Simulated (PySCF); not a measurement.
# What binds HF⁺: the parts of the energy along the bond

State: ²Π, doublet, unpaired electrons π ↑. ROHF-based CCSD(T) in PySCF 2.14 with H aug-cc-pVTZ, F aug-cc-pVTZ and H aug-cc-pVQZ, F aug-cc-pVQZ (frozen core orbitals: 1; no relativity). Correlation energies are extrapolated as n⁻³ (n = 3, 4), Hartree–Fock as (n+1)·exp(−9√n). CV is the change on freezing 0 orbitals instead, in H cc-pVTZ, F cc-pwCVTZ. SR is the spin-free X2C energy in H cc-pVTZ-DK, F cc-pVTZ-DK less the non-relativistic one in H cc-pVTZ, F cc-pVTZ. All energies in eV from H⁺ + F.

```csv
R (Å),HF/CBS,CCSD corr.,(T),CV,SR,total
0.8928,-3.387,0.006,0.0113,0.0016,-0.0023,-3.371
0.9333,-3.522,-0.023,0.0075,0.0025,-0.0022,-3.538
0.9739,-3.568,-0.052,0.0037,0.0032,-0.0022,-3.615
1.0145,-3.546,-0.078,-0.0001,0.0038,-0.0023,-3.623
1.0551,-3.476,-0.103,-0.0039,0.0043,-0.0023,-3.581
1.1058,-3.340,-0.132,-0.0087,0.0048,-0.0024,-3.478
1.1565,-3.169,-0.157,-0.0133,0.0051,-0.0026,-3.337
```

A fit to the total gives Re = 0.9996 Å, De = 3.627 eV, ωe = 3107.8 cm⁻¹, Be = 17.63 cm⁻¹ (masses 1.0078 and 18.9984 u).

Question: At R = 1.0145 Å the CCSD correlation energy is -0.225427 hartree in the smaller basis and -0.242081 in the larger. Extrapolate it.

Answer: (4³·E4 − 3³·E3)/(4³ − 3³) = -0.25423 hartree; the larger basis holds 95.2 % of it.

The T1 diagnostic is 0.012. The state was picked by a PBE0 search and need not be the measured ground state. Spin–orbit coupling, excitations beyond (T) and corrections to the Born–Oppenheimer picture are left out.
